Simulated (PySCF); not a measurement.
# Core-level binding energies of `O=C(F)C1CC1`

Compound: C4H5FO.
Atom-mapped SMILES: `[O:1]=[C:2]([F:3])[CH:4]1[CH2:5][CH2:6]1`

Theory: delta-SCF UKS SCAN, pcX-2 on the ionised atom, pcseg-1 elsewhere, spin-free X2C in PySCF. Vertical ΔSCF values, vacuum level as zero.

Problem. What binding energy does each computed site have?

Solution. 
```
atom(s)                 bonded to  level  binding energy (eV)  above the level's lowest (eV)  count
     F3                         C   F 1s               692.87                           0.00      1
     O1           C (double bond)   O 1s               538.54                           0.00      1
     C2  F, O (double bond) and C   C 1s               295.68                          +4.14      1
     C4                 3 C and H   C 1s               291.87                          +0.33      1
  C5/C6               2 C and 2 H   C 1s               291.54                           0.00      2
```

The listed C 1s values span 4.14 eV, from C5/C6 (bonded to 2 C and 2 H) to C2 (bonded to F, O (double bond) and C). Summing the Pauling electronegativity differences to the bonded atoms, each weighted by its formal bond order, gives -0.70 for the lowest site and +3.21 for the highest; no listed site has a larger sum than the highest.

Problem. Give the binding energy of F 1s of F3 in hartree and in kJ/mol.

Solution. 692.87 eV = 25.4625 Eh = 66852 kJ/mol.

Problem. Which photon energy gives electrons from F 1s of F3 a kinetic energy of 50 eV, and what is their de Broglie wavelength?

Solution. hν = 692.87 + 50 = 742.87 eV, recoil neglected; λ = 12.264 Å/√(E/eV) = 1.73 Å.

Atoms equivalent by their bonding share one computed value, that of the first of them. Geometry: GFN2-xTB, one conformer, isolated molecule.

Shape of the structure used: `[O:1]=[C:2]([F:3])[CH:4]1[CH2:5][CH2:6]1`: O1–C2–C4–C5 34°.
